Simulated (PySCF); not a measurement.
First SCF of a structure search on quartet BO2, at a hand-made bent geometry. PySCF input:

```python
from pyscf import gto, scf, dft
mol = gto.M(atom='''
B      0.000000     0.000000     0.000000
O      1.105900     0.000000     0.774300
O     -1.105900     0.000000     0.774300''',
    basis={'B': 'def2-TZVP', 'O': 'def2-TZVP'},
    charge=0, spin=3)
mf = dft.UKS(mol, xc='PBE0')
mf.grids.atom_grid = (50, 194)
aux = {'B': 'def2-universal-JKFIT', 'O': 'def2-universal-JKFIT'}
mf = mf.density_fit(auxbasis=aux)
mf.conv_tol = 1e-08
mf.diis_space = 10
mf.max_cycle = 60
mf.init_guess = 'minao'
mf.verbose = 4
mf.kernel()
```

Excerpt of the output (cycles alone):

```
init E= -175.207775595919
cycle= 1 E= -174.985211253436  delta_E= 0.223  |g|= 0.218  |ddm|= 1.29
cycle= 2 E= -174.984512347397  delta_E= 0.000699  |g|= 0.274  |ddm|= 0.339
cycle= 3 E= -175.013156333142  delta_E= -0.0286  |g|= 0.0286  |ddm|= 0.138
cycle= 4 E= -175.013942458089  delta_E= -0.000786  |g|= 0.00711  |ddm|= 0.0365
cycle= 5 E= -175.013985633429  delta_E= -4.32e-05  |g|= 0.00241  |ddm|= 0.00887
cycle= 6 E= -175.013992203133  delta_E= -6.57e-06  |g|= 0.000505  |ddm|= 0.00353
cycle= 7 E= -175.013992579454  delta_E= -3.76e-07  |g|= 0.00012  |ddm|= 0.000886
cycle= 8 E= -175.013992602211  delta_E= -2.28e-08  |g|= 3.57e-05  |ddm|= 0.000242
cycle= 9 E= -175.013992605432  delta_E= -3.22e-09  |g|= 1.09e-05  |ddm|= 8.94e-05
Extra cycle  E= -175.013992605689  delta_E= -2.58e-10  |g|= 6.59e-06  |ddm|= 1.85e-05
converged SCF energy = -175.013992605689  <S^2> = 3.7856946  2S+1 = 4.0178077
```

This is not the lowest solution: all starts ended here, but a stability analysis within the same unrestricted form found one 3.2 kJ/mol lower, at -175.01522 Eh.

The search for the lowest solution, 3 starts and the stability check together, took 5.4 s on 4 threads of a shared Arm Neoverse V2 host, with 93 basis functions; the process peaked at 0.38 GiB. Launch command: `OMP_NUM_THREADS=4 python axn.py task.json out`.
